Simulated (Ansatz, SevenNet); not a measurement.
For GaS (P6₃/mmc, No. 194), the machine-learned potential SevenNet-l3i5 (trained on PBE and PBE+U data) gives:

- lattice constant a: 3.632 Å
- lattice parameter c: 17.144 Å

What does PBE0-D4 (PAW; Ansatz, a program for electronic structure) give for the same quantities?


- lattice constant a: 3.556 Å (drops by 2.1 %)
- lattice parameter c: 15.204 Å (drops by 11 %)

Changes are worked out from the printed values.

Unless a cell is named, each level is at its own relaxed cell (SevenNet-l3i5 24.48, PBE0-D4 20.81 Å³/atom).

Ansatz's density-functional and Hartree–Fock values are scalar-relativistic unless marked +SOC, with PAW data made under PBE.
